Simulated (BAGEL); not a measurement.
**C3H6F2 (2,2-difluoropropane): RI-MP2/def2-SVP (density fitting with cc-pvqz-jkfit)**

Aim: the energy change on altering one bond length of C3H6F2 (2,2-difluoropropane) at RI-MP2/def2-SVP (density fitting with cc-pvqz-jkfit), from 2 runs. 

The calculation is run with BAGEL 1.2.2.

2 further runs of the same task are left out: 1 that didn't finish, 1 set aside as unsound or not needed.

### Step 1. The structure to begin with

C3H6F2 has 11 atoms, charge 0, and is taken as a singlet. As SMILES, `CC(C)(F)F`. The coordinates come from a PBE0-D4/def2-TZVP relaxation.

Bond lengths: C1–C2 1.504 Å, C2–C3 1.504 Å, C2–F4 1.370 Å, C2–F5 1.370 Å, C1–H6 1.090 Å, C1–H7 1.090 Å, C1–H8 1.090 Å, C3–H9 1.090 Å, C3–H10 1.090 Å, C3–H11 1.090 Å. Some angles: C1–C2–C3 116.0°, C1–C2–F4 108.7°, C1–C2–F5 108.7°, C3–C2–F4 108.7°, C3–C2–F5 108.7°, F4–C2–F5 105.6°, C2–C1–H6 109.2°, C2–C1–H7 110.1°, C2–C1–H8 110.0°, C2–C3–H9 110.0°.

### Step 2. A single-point energy at RI-MP2/def2-SVP (density fitting with cc-pvqz-jkfit)

The input, calc.json:

```json
{ "bagel": [

{
  "title": "molecule",
  "basis": "svp",
  "df_basis": "cc-pvqz-jkfit",
  "angstrom": true,
  "geometry": [
    { "atom": "C", "xyz": [      -1.159930,       0.446550,       0.389450 ] },
    { "atom": "C", "xyz": [       0.146280,       0.373380,      -0.353350 ] },
    { "atom": "C", "xyz": [       1.016000,      -0.813950,      -0.041740 ] },
    { "atom": "F", "xyz": [      -0.112510,       0.387010,      -1.698960 ] },
    { "atom": "F", "xyz": [       0.858430,       1.517050,      -0.102980 ] },
    { "atom": "H", "xyz": [      -1.698040,       1.343430,       0.081860 ] },
    { "atom": "H", "xyz": [      -0.977310,       0.488910,       1.463490 ] },
    { "atom": "H", "xyz": [      -1.767350,      -0.430500,       0.164670 ] },
    { "atom": "H", "xyz": [       1.279310,      -0.816970,       1.016250 ] },
    { "atom": "H", "xyz": [       1.927250,      -0.757640,      -0.637590 ] },
    { "atom": "H", "xyz": [       0.487880,      -1.737260,      -0.281100 ] }
  ]
},

{ "title": "hf" },

{ "title": "mp2", "ncore": 5 }

]}
```

The run is started by

```bash
$ BAGEL_NUM_THREADS=1 BAGEL calc.json > calc.out
```

Standard output:

```text
* using 1 threads per process

  ===============================================================
  ===============================================================

  *** Geometry ***

  { "atom" : "C", "xyz" : [     -2.191950,      0.843857,      0.735954 ] },
  { "atom" : "C", "xyz" : [      0.276429,      0.705586,     -0.667735 ] },
  { "atom" : "C", "xyz" : [      1.919962,     -1.538143,     -0.078877 ] },
  { "atom" : "F", "xyz" : [     -0.212613,      0.731343,     -3.210569 ] },
  { "atom" : "F", "xyz" : [      1.622198,      2.866809,     -0.194604 ] },
  { "atom" : "H", "xyz" : [     -3.208831,      2.538715,      0.154693 ] },
  { "atom" : "H", "xyz" : [     -1.846848,      0.923906,      2.765595 ] },
  { "atom" : "H", "xyz" : [     -3.339807,     -0.813527,      0.311181 ] },
  { "atom" : "H", "xyz" : [      2.417546,     -1.543850,      1.920434 ] },
  { "atom" : "H", "xyz" : [      3.641975,     -1.431732,     -1.204870 ] },
  { "atom" : "H", "xyz" : [      0.921960,     -3.282946,     -0.531202 ] },

  Number of auxiliary basis functions:      836

  Since a DF basis is specified, we compute 2- and 3-index integrals:
    o Being stored without compression. Storage requirement is 0.067 GB

  Number of basis functions:      100
  Number of electrons      :       42

    * METHOD: MOLECULE                             0.92

  *** RHF ***

  === Nuclear Repulsion ===
   199.4564668747

      * DIIS with orbital gradients will be used.

  === RHF iteration (svp) ===
      0       -315.51370162          0.01646038           0.23
      1       -315.69564213          0.00869113           0.22
      2       -315.74426144          0.00166480           0.22
      3       -315.74651015          0.00053995           0.22
      4       -315.74671452          0.00005495           0.22
      5       -315.74671891          0.00001182           0.22
      6       -315.74671916          0.00000308           0.22
      7       -315.74671918          0.00000101           0.22
      8       -315.74671918          0.00000029           0.22
      9       -315.74671918          0.00000008           0.22
     10       -315.74671918          0.00000003           0.21
     11       -315.74671918          0.00000001           0.22
    * SCF iteration converged.

    * Permanent dipole moment:
           (    0.285619,     0.729116,    -0.690011) a.u.

    * METHOD: HF                                   3.02

  *** RHF ***

  === Nuclear Repulsion ===
   199.4564668747

      * DIIS with orbital gradients will be used.

  === RHF iteration (svp) ===
      0       -315.74671918          0.00000000           0.21
    * SCF iteration converged.

    * Permanent dipole moment:
           (    0.285619,     0.729116,    -0.690011) a.u.

  === DF-MP2 calculation ===

    * freezing 5 orbitals
    * 3-index integral transformation done
    * assembly done

      MP2 correlation energy:   -0.7916914656      0.20

      MP2 total energy:       -316.5384106455

    * METHOD: MP2                                  0.66

  ===============================================================
```

Wall time 4.8 s (1 thread of Arm Neoverse V2, shared host); peak memory 0.2 GiB.

### Step 3. The distorted shape

The input, job.json:

```json
{ "bagel": [

{
  "title": "molecule",
  "basis": "svp",
  "df_basis": "cc-pvqz-jkfit",
  "angstrom": true,
  "geometry": [
    { "atom": "C", "xyz": [      -1.475905,       0.450174,      -0.880148 ] },
    { "atom": "C", "xyz": [      -0.169695,       0.377004,      -1.622948 ] },
    { "atom": "C", "xyz": [       0.700025,      -0.810326,      -1.311338 ] },
    { "atom": "F", "xyz": [      -0.428485,       0.390634,      -2.968558 ] },
    { "atom": "F", "xyz": [       0.542455,       1.520674,      -1.372578 ] },
    { "atom": "H", "xyz": [      -2.014015,       1.347054,      -1.187738 ] },
    { "atom": "H", "xyz": [      -1.293285,       0.492534,       0.193892 ] },
    { "atom": "H", "xyz": [      -2.083325,      -0.426876,      -1.104928 ] },
    { "atom": "H", "xyz": [       1.279310,      -0.816970,       1.016250 ] },
    { "atom": "H", "xyz": [       1.611275,      -0.754016,      -1.907188 ] },
    { "atom": "H", "xyz": [       0.171905,      -1.733636,      -1.550698 ] }
  ]
},

{ "title": "hf", "charge": 0 },

{ "title": "mp2", "charge": 0, "ncore": 5 }

]}
```

The run is started by

```bash
$ BAGEL_NUM_THREADS=1 BAGEL job.json > job.out
```

Standard output:

```text
* using 1 threads per process

  ===============================================================
  ===============================================================

  *** Geometry ***

  { "atom" : "C", "xyz" : [     -2.789056,      0.850706,     -1.663239 ] },
  { "atom" : "C", "xyz" : [     -0.320677,      0.712434,     -3.066927 ] },
  { "atom" : "C", "xyz" : [      1.322856,     -1.531294,     -2.478070 ] },
  { "atom" : "F", "xyz" : [     -0.809719,      0.738191,     -5.609762 ] },
  { "atom" : "F", "xyz" : [      1.025091,      2.873657,     -2.593797 ] },
  { "atom" : "H", "xyz" : [     -3.805937,      2.545563,     -2.244500 ] },
  { "atom" : "H", "xyz" : [     -2.443954,      0.930754,      0.366403 ] },
  { "atom" : "H", "xyz" : [     -3.936914,     -0.806679,     -2.088011 ] },
  { "atom" : "H", "xyz" : [      2.417546,     -1.543850,      1.920434 ] },
  { "atom" : "H", "xyz" : [      3.044868,     -1.424884,     -3.604063 ] },
  { "atom" : "H", "xyz" : [      0.324853,     -3.276097,     -2.930395 ] },

  Number of auxiliary basis functions:      836

  Since a DF basis is specified, we compute 2- and 3-index integrals:
    o Being stored without compression. Storage requirement is 0.067 GB

  Number of basis functions:      100
  Number of electrons      :       42

    * METHOD: MOLECULE                             0.95

  *** RHF ***

  === Nuclear Repulsion ===
   195.9912439032

      * DIIS with orbital gradients will be used.

  === RHF iteration (svp) ===
      0       -315.23073931          0.01719741           0.22
      1       -315.44671445          0.01069701           0.22
      2       -315.52929418          0.00167838           0.22
      3       -315.53295490          0.00072042           0.22
      4       -315.53339252          0.00015180           0.22
      5       -315.53343105          0.00008633           0.22
      6       -315.53343828          0.00002669           0.22
      7       -315.53343972          0.00000444           0.22
      8       -315.53343975          0.00000206           0.22
      9       -315.53343975          0.00000067           0.22
     10       -315.53343975          0.00000025           0.22
     11       -315.53343975          0.00000011           0.22
     12       -315.53343975          0.00000005           0.22
     13       -315.53343975          0.00000002           0.22
     14       -315.53343975          0.00000001           0.22
    * SCF iteration converged.

    * Permanent dipole moment:
           (    0.498979,     0.668051,    -0.012117) a.u.

    * METHOD: HF                                   3.71

  *** RHF ***

  === Nuclear Repulsion ===
   195.9912439032

      * DIIS with orbital gradients will be used.

  === RHF iteration (svp) ===
      0       -315.53343975          0.00000000           0.22
    * SCF iteration converged.

    * Permanent dipole moment:
           (    0.498979,     0.668051,    -0.012117) a.u.

  === DF-MP2 calculation ===

    * freezing 5 orbitals
    * 3-index integral transformation done
    * assembly done

      MP2 correlation energy:   -0.8156582005      0.21

      MP2 total energy:       -316.3490979534

    * METHOD: MP2                                  0.68

  ===============================================================
```

It took 5.7 s on 1 thread of Arm Neoverse V2, shared host; peak memory 0.2 GiB.

### Step 4. What came out

At RI-MP2/def2-SVP (density fitting with cc-pvqz-jkfit), 5 core orbitals frozen:

| quantity | value |
| --- | --- |
| first shape: total energy | -316.53841 Eh |
| first shape: correlation energy (5 core orbitals frozen) | -791.7 mEh |
| distorted shape: total energy | -316.34910 Eh |
| distorted shape: correlation energy (5 core orbitals frozen) | -815.7 mEh |
| energy change with the C3–H9 bond stretched from 1.090 to 2.399 Å | 5.151 eV |

**Reading.** One bond (distorted shape) is far stretched, which a spin-restricted single reference describes badly; perturbation theory on it can break down and give far too much correlation. With the C3–H9 bond stretched from 1.090 to 2.399 Å the energy rises by 5.15 eV (119 kcal/mol). The first shape isn't relaxed at this level, so the change isn't measured from a minimum. A restricted reference can't describe the breaking bond well at this length.
